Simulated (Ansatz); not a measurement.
# HPB⁺, triplet: reading a ladder of total energies

Geometry: that of the HPB, quartet, kept fixed.

```xyz
3

B     0.0000    0.0866    1.3928
P     0.0000   -0.0729   -0.4582
H     0.0000    1.3116   -0.8601
```

Basis cc-pVDZ; Ansatz 0.2.0. Only valence electrons are correlated (noble-gas cores frozen), which leaves 8 electrons in 31 orbitals. R marks a restricted (for open shells ROHF) determinant, U an unrestricted one.

Full CI isn't at hand for all of this; UCCSDTQ serves as the reference, and is uncertain by the last step of the cluster series or more.

UCCSD has a T1 diagnostic of 0.034 and a largest doubles amplitude of 0.06.

Runs differ by some tens of microhartree through their thresholds and, for an open shell, their frozen cores, so steps under 0.03 kcal/mol mean nothing.

| level | total energy (hartree) |
| --- | --- |
| UHF | -365.586205 |
| UMP2 | -365.716710 |
| UCCSD | -365.750148 |
| UCCSD(T) | -365.757249 |
| UCCSDT | -365.758974 |
| UCCSDT(Q) | -365.759501 |
| UCCSDTQ | -365.759452 |

**Question.** What is the correlation energy at UCCSDTQ, and what share of it do UMP2 and UCCSDT recover?

**Answer.** E(corr) = -365.759452 − (-365.586205) = -0.173247 hartree = -4.714 eV. UMP2: -0.130505 / -0.173247 = 75.33 %. UCCSDT: -0.172769 / -0.173247 = 99.72 %.

**Question.** By how many kcal/mol does UCCSD(T) miss UCCSDTQ (1 hartree = 627.509 kcal/mol), and which steps make up the rest?

**Answer.** -365.757249 − (-365.759452) = 0.002203 hartree = 1.38 kcal/mol. Steps: UCCSDT − UCCSD(T) = -1.08, UCCSDT(Q) − UCCSDT = -0.33, UCCSDTQ − UCCSDT(Q) = 0.03 kcal/mol. Differences between like states or geometries often cancel part of this.
